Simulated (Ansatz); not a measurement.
**Crystal structures of copper under BLYP**

Computed with DFT, BLYP, plane waves (420 eV) with PAW, scalar-relativistic (Ansatz 0.2.0). The PAW files were generated under PBE, with cores re-solved for the functional.

Each structure is relaxed within its own symmetry, so a high-lying one may be dynamically unstable.

| structure | ΔE (meV/atom) | V (Å³/atom) | cell | magnetic state |
| --- | --- | --- | --- | --- |
| fcc | 0 | 12.68 | a = 3.702 Å | spin not included |
| dhcp | 5 | 12.71 | a = 2.620 Å, c = 8.550 Å (c/a = 3.263) | spin not included |
| hcp | 8 | 12.73 | a = 2.617 Å, c = 4.290 Å (c/a = 1.639) | spin not included |
| bcc | 34 | 12.76 | a = 2.944 Å | spin not included |
| omega (AlB2-type) | 63 | 12.94 | a = 4.211 Å, c = 2.528 Å (c/a = 0.600) | spin not included |
| A15 | 82 | 13.05 | a = 4.709 Å | spin not included |
| simple cubic | 317 | 14.81 | a = 2.456 Å | spin not included |
| diamond | 696 | 20.46 | a = 5.470 Å | spin not included |

ΔE counts from fcc.

Differences under about 8 meV lie within the error of the k-point mesh.
